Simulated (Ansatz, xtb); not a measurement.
## Ranking isomers of CHF2OS+

10 gas-phase structures of CHF2OS+, found in a search over its isomers (lower ones may exist). Each was relaxed with GFN2-xTB; where two conformers were screened, the lower at r2SCAN-D4/def2-SVP is listed:

A. `F[C@H]1O[S@+]1F`, a singlet
B. `F[C@@H]1O[S@+]1F`, a singlet
C. `FC1(F)O[SH+]1`, a singlet
D. `F[C+](F)OS`, a singlet
E. `O[S+]=C(F)F`, a singlet
F. `F[CH+]OSF`, a singlet
G. `O/C(F)=[S+]\F`, a singlet
H. `O=C[S+](F)F`, a singlet
I. a singlet given by its coordinates
J. `O/C(F)=[S+]/F`, a singlet

I (Å):

```xyz
6

C    -1.2001   -1.3418   -0.7079
F    -2.0567   -0.5827   -1.2973
F     0.2165   -0.9306   -2.9240
O    -0.9635   -1.5243    0.4057
S    -0.2246   -2.2635   -2.1814
H     0.9398   -2.3863   -1.4462
```

Close contacts (Å): C1–F2 1.29, C1–O4 1.15, C1–S5 1.99, F3–S5 1.59, S5–H6 1.38.

**Question.** Make a reasoned guess at their ranking by r2SCAN-D4/def2-SVP single-point energy.

**Answer.** Calculated order at r2SCAN-D4/def2-SVP: G (0.0), J (16.9), D (33.4), E (45.8), I (93.1), C (103.1), F (139.0), H (167.2), B (174.4), A (177.6) kJ/mol. Less than 1 kcal/mol parts B and A, so the order within that pair means little.

Energies above the lowest of each column, in kJ/mol; the last columns are at PBE0-D3(BJ)/def2-SVP geometries and were run for some of them only (a dash: not run or not comparable):

```
structure  GFN2-xTB  HF/STO-3G  r2SCAN-D4/def2-SVP  PBE0-D3(BJ)/def2-SVP  CCSD(T)/def2-SVP + ΔMP2/def2-TZVPP
        G       0.0       38.8                 0.0                   0.0                                 0.0
        J      13.8       49.8                16.9                  19.4                                15.7
        D      51.0        0.0                33.4                  21.3                                50.9
        E      51.0       87.3                45.8                  38.0                                   –
        I      71.0      179.0                93.1                     –                                   –
        C      91.9      124.3               103.1                     –                                   –
        F      16.6      146.2               139.0                     –                                   –
        H      26.6      272.6               167.2                     –                                   –
        B      15.7      273.0               174.4                     –                                   –
        A       8.3      269.1               177.6                     –                                   –
```

CCSD(T)/def2-SVP + ΔMP2/def2-TZVPP puts G lowest of those it was run on; HF/STO-3G picks D. Flexible structures stand in one conformer each, not always the lowest. Frequencies (PBE0-D3(BJ)/def2-SVP) were run for D, G, J alone. The ΔMP2 step shifts differences by up to 51.3 kJ/mol, which makes them less sure. ΔMP2 is the change of the MP2 energy from the smaller to the larger basis.

Over these structures GFN2-xTB departs from r2SCAN-D4/def2-SVP by 69.8 kJ/mol on average once a common shift is removed. A GFN2-xTB relaxation took about 0.088 s and the r2SCAN-D4/def2-SVP energy about 1.9 s on a shared host (Ansatz 0.2.0, xtb 6.7.1).
